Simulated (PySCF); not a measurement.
# Gas-phase thermal properties of BCl3.NH3

Energies from PySCF (xtb for GFN2), thermal terms from the rigid-rotor harmonic-oscillator model, ideal gas at 1 bar. 6-31G* has spherical d functions here. All species are closed-shell singlets. B3LYP is the form with VWN-RPA correlation. Adducts (BCl3.NH3) have no counterpoise correction, and HF, PBE, BLYP, B3LYP and PBE0 lack dispersion. BCl3.NH3: computed as isolated molecules; such fragments, hydroxides, amides, oligomers or adducts are transient or little studied in the gas. The harmonic model lacks anharmonicity and excited electronic states, which grow with temperature; levels with a mode under 35 cm⁻¹ are left out. Internal rotation in BCl3.NH3 is treated as a harmonic vibration of one conformer, which makes the entropy rough.

```tsv
level	point group	σ	ZPE (kJ/mol)	S°298 (J/mol/K)	Cp298 (J/mol/K)	S°1000 (J/mol/K)	H1000 − H298 (kJ/mol)
B3LYP/6-31G*	C3v	3	127.8	330.8	97.0	480.4	90.3
GFN2-xTB	C3v	3	114.6	347.8	105.5	505.4	94.6
HF/6-31G*	C3v	3	137.5	325.7	93.5	471.2	88.0
PBE/def2-SVP	C3v	3	122.4	336.3	99.0	488.6	91.8
PBE0/def2-TZVP	C3v	3	127.8	330.8	96.7	480.5	90.4
```
σ: rotational symmetry number. Electronic degeneracy used: 1. Frequencies are unscaled.
